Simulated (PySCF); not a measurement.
Molecule: `Nc1ccsc1`, C₄H₅NS.

Cartesian coordinates in Å; atom numbers follow the order of the lines, from 1:
```xyz
11

N    -1.764   -0.489    0.138
C    -0.471    0.006    0.063
C     0.668   -0.830   -0.120
C     1.834   -0.142   -0.077
S     1.590    1.537    0.189
C    -0.119    1.313    0.233
H    -2.487    0.199   -0.008
H    -1.917   -1.338   -0.384
H     0.600   -1.892   -0.271
H     2.831   -0.518   -0.186
H    -0.759    2.156    0.397
```

Frames of a GFN2-xTB Langevin trajectory at 200 K; GIAO PBE0/pcSseg-1 shieldings in PySCF, gas phase, non-relativistic; equivalent atoms averaged within each frame.

Scale: NH3 for 15N (σ = 267.73 ppm); 13C (σ = 186.93 ppm) and 1H (σ = 31.72 ppm) against TMS; 33S (σ = 503.73 ppm) vs CS2 (reference shieldings calculated alike). The references are static minima.

How do the shifts (ppm) fluctuate along the trajectory?

Answers


| time (fs) | N1 | C2 | C4 | C3 | C6 | S5 | H10 | H9 | H11 | H7/H8 |
| --- | --- | --- | --- | --- | --- | --- | --- | --- | --- | --- |
| optimised geometry | 66.9 | 150.7 | 134.6 | 122.9 | 103.0 | 190 | 7.00 | 6.59 | 5.82 | 3.36 |
| 250 | 65.8 | 150.3 | 132.4 | 121.1 | 93.1 | 162 | 7.11 | 6.36 | 5.32 | 3.82 |
| 425 | 71.5 | 154.0 | 147.9 | 128.8 | 103.0 | 218 | 7.45 | 7.03 | 6.73 | 3.33 |
| 625 | 65.3 | 150.1 | 138.6 | 131.7 | 99.9 | 178 | 7.31 | 7.39 | 6.11 | 3.51 |
| 800 | 66.5 | 149.8 | 133.5 | 120.9 | 96.7 | 171 | 7.57 | 6.48 | 5.93 | 3.66 |
| 1000 | 68.3 | 154.8 | 137.3 | 124.2 | 102.1 | 199 | 7.07 | 6.55 | 6.12 | 3.20 |
| mean of frames | 67.5 | 151.8 | 137.9 | 125.3 | 99.0 | 186 | 7.30 | 6.76 | 6.04 | 3.50 |
| standard deviation | 2.5 | 2.4 | 6.1 | 4.7 | 4.1 | 23 | 0.22 | 0.43 | 0.50 | 0.25 |

5 frames give an uncertainty of the mean of about the standard deviation over 2.2 at best, since frames this close in time may not be independent; classical motion lacks zero-point vibration, and the reference would need the same averaging.
